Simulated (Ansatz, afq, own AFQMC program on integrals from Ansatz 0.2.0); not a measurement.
CH₃BI, doublet: energetics from AFQMC and coupled cluster

```xyz
6

C    -0.3512    0.3520   -0.3242
B     0.1023   -1.0390    0.1788
I     1.8007   -1.4949    1.3427
H    -1.0322    0.7475    0.4548
H     0.4656    1.0816   -0.4480
H    -0.9431    0.2889   -1.2504
```

Geometry: a PBE0/def2-SVP stationary point, not shown to be a minimum. Basis def2-TZVP with its core potentials. Noble-gas cores (and the filled d shells of Ga–Kr and In–Xe) are frozen. Integrals, coupled cluster, full CI and functionals: Ansatz 0.2.0; the random walks run on the same integrals in our own AFQMC program. The CISD trial takes its coefficients from CCSD amplitudes. Released means that phaseless walkers are propagated on without the constraint, phases kept. ± is one standard error of the sampling. No spin–orbit coupling.

Best estimates are CCSD(T) at the basis-set limit (def2-TZVPP/QZVPP) plus the step from CCSD(T) to the highest rung at hand in def2-TZVP, named in the table (released AFQMC can keep some 10 meV of bias). Fragments are relaxed and keep their bonds. No zero-point, core-correlation or spin–orbit terms. Other levels are in def2-TZVP; a dash marks a level that is missing or breaks spin symmetry for a member.

Cautions: inner d shell frozen; no spin-orbit coupling; CH₃BI (doublet): the released value is read at 1.50 1/Eh with a noise of 12 meV, more than in the cases checked (meV from the phaseless value at times in 1/Eh: -16 ± 7 at 0.24, -8 ± 8 at 0.51, -19 ± 10 at 0.99, -13 ± 12 at 1.50); BI (singlet): higher spins were not checked, restricted determinant unstable towards unrestricted (UHF 61 meV lower, ⟨S²⟩ 0.30), raised T1 diagnostic (T1 0.023, weight of the determinant 0.85, largest double 0.08), its ph-AFQMC/CISD value lies 24 ± 5 meV above CCSDT(Q).

| process | PBE0 (eV) |
| --- | --- |
| B2–C1 → BI (singlet) + CH3 (doublet) | 3.39 |
| to free atoms | 20.50 |

From these values, estimate the best estimates.


| process | best estimate (eV) | highest rung |
| --- | --- | --- |
| B2–C1 → BI (singlet) + CH3 (doublet) | 3.07 ± 0.01 | released AFQMC |
| to free atoms | 20.12 ± 0.01 | released AFQMC |

Errors against the best estimates in eV, in the same order:

```csv
level,"error, 1","error, 2"
MP2,0.27,-0.38
CCSD(T),-0.08,-0.69
ph-AFQMC/CISD,-0.08 ± 0.01,-0.67 ± 0.01
CCSD(T)/CBS,0.01,-0.02
PBE,0.26,0.64
r2SCAN,0.29,0.50
PBE0,0.32,0.38
B3LYP,0.05,0.00
wB97M-V,0.10,0.02
B2PLYP,0.10,-0.14
```

Cost at the first geometry (cards were shared with other jobs): PBE0/def2-TZVP, 3.8 s on 1 thread of AMD EPYC 7R13 Processor (Zen 3), on a shared host; UCCSD(T)/def2-TZVP, 4.6 s on 1 × NVIDIA H100 80GB HBM3 with 1 thread of AMD EPYC 7R13 Processor (Zen 3) (shared host); CCSD(T)/def2-QZVPP, 14 s on 1 × NVIDIA H100 80GB HBM3 with 1 thread of AMD EPYC 7R13 Processor (Zen 3), with other jobs on the host; ph-AFQMC/CISD with release, 4.3 min on 1 × NVIDIA H100 80GB HBM3 with 2 threads of AMD EPYC 7R13 Processor (Zen 3), with other jobs on the host.

Best estimates are given only where the step beyond CCSD(T) is under 0.3 eV and no member's determinant is very poor (T1 over 0.05, or 0.07 for open shells, ⟨S²⟩ too high by 0.3, two states mixed), so the hardest cases are missing from such tables.

The functionals ran in a triple-zeta set and keep a basis error of their own, a few kJ/mol for each bond in atomization energies and more for double hybrids, so close places among them and the extrapolated levels can swap.

Each member of a difference takes its own highest rung, so a best estimate needn't equal the limit plus the step of one row. A walk keeps the symmetry of its determinant, which the program's search chose and which needn't be the lowest solution, so a lower state of the same spin and another symmetry isn't excluded. Released energies are given only where the last usable release times agree within the noise; a slower fall can still hide under it. The exponents were fitted on light atoms, and def2 sets of heavy atoms don't grow evenly, so the limit is rough here.
